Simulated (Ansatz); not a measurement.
H₂S₂, relaxed as a singlet with RKS PBE0-D4/def2-TZVP in Ansatz, starting from the GFN2-xTB geometry. Force threshold 0.02 eV/Å.

Start:

```xyz
4

S    -0.843   -0.173   -0.709
S     0.511   -0.649    0.748
H    -1.277    0.984   -0.193
H     1.609   -0.162    0.154
```

```tsv
step	energy (eV)	largest force component (eV/Å)	SCF passes
1	-21696.5447	0.169	23
2 (rejected)	-21696.5333	0.292	27
3	-21696.5473	0.194	26
4	-21696.5488	0.055	27
5	-21696.5490	0.045	26
6	-21696.5491	0.008	28
```

Force components are those of the run's own axes.

End:

Cartesian coordinates in Å:
```
S -0.864 -0.191 -0.696
S 0.514 -0.678 0.737
H -1.253 1.001 -0.205
H 1.603 -0.132 0.164
```

By distances, no bond broke or formed. The bond that changes most is S1–H3, from 1.34 to 1.35 Å (atoms count from 1).

No frequencies were taken in this run, so the end may be a saddle point.

Hardware: 4 threads of Arm Neoverse V1 on a shared host. Wall time 3.4 s.
